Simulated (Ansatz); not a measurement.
# NPSi: the cost of one run

Method: def2-QZVPP, all electrons in the functionals; program: Ansatz 0.2.0, Gaussian basis.

To be run: PBE, BLYP, r2SCAN, B97M-V, PBE0, B3LYP, at charge 0, triplet; charge 0, singlet; charge 0, quintet; charge 1, doublet; charge 1, quartet.

2 further runs of the same task are left out: 2 set aside as unsound or not needed.

**1. The geometry**

The geometry is a PBE0/def2-TZVP stationary point (not a proven minimum).

3 atoms, charge 0, spin multiplicity 3.

Atoms are counted from 1 here; the program's logs count them from 0.

Bond lengths: P1–N2 1.590 Å, N2–Si3 1.609 Å. Angles: P1–N2–Si3 180.0°.

No dispersion term is added; B97M-V holds VV10 nonlocal correlation. B3LYP takes the VWN-RPA correlation.

The geometry shown and the zero of energy belong to the point charge 0, triplet. The yardstick, UCCSD(T), and other wave-function levels (R restricted, U unrestricted, valence and pair active spaces) come from earlier runs.

**2. PBE, charge 0, triplet**

in.yaml reads:

```yaml
crystal:
  periodic: [false, false, false]
  atoms:
    - {symbol: P, position_ang: [0.000000, 0.000000, -1.596600]}
    - {symbol: N, position_ang: [0.000000, 0.000000, -0.006400]}
    - {symbol: Si, position_ang: [0.000000, 0.000000, 1.603000]}
basis:
  gaussian: {orbitals: "def2-QZVPP.json"}
magnetization: {spin_polarized: true, initial_magnetization: 2}
hamiltonian: {xc: {name: PBE}}
output: {orbitals: {seedname: orbitals}}
```

The run is started by

```
> ansatz run in.yaml --threads 1 --pin off --events-out ev --progress --plain --max-ram 2393MiB
```

What time and memory should one allow on 1 thread of Intel Xeon Platinum 8488C, shared host?

About 3.6 s, with a peak of 0.26 GiB.
